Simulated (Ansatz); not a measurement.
Input for Ansatz (development build ahead of 0.2.0):

```yaml
crystal:
  periodic: [false, false, false]
  atoms:
    - { symbol: C, position_ang: [-0.01224, -0.03966, -0.53508] }
    - { symbol: F, position_ang: [-0.02515, -0.02183, 0.65939] }
    - { symbol: H, position_ang: [0.02068, -0.91373, -0.83029] }
    - { symbol: H, position_ang: [-0.78568, 0.44188, -0.8828] }
    - { symbol: H, position_ang: [0.76875, 0.39842, -0.85085] }
basis:
  gaussian: { orbitals: def2-SVP }
hamiltonian:
  xc: hf
```

The input is written out in the form of the current development build from the run's settings.

Results

```json
{
 "Converged": "yes",
 "Total energy": "-138.84098 hartree",
 "Spin squared of the determinant": "0.000"
}
```

Caution: no unrestricted run beside it, a lower state can exist.
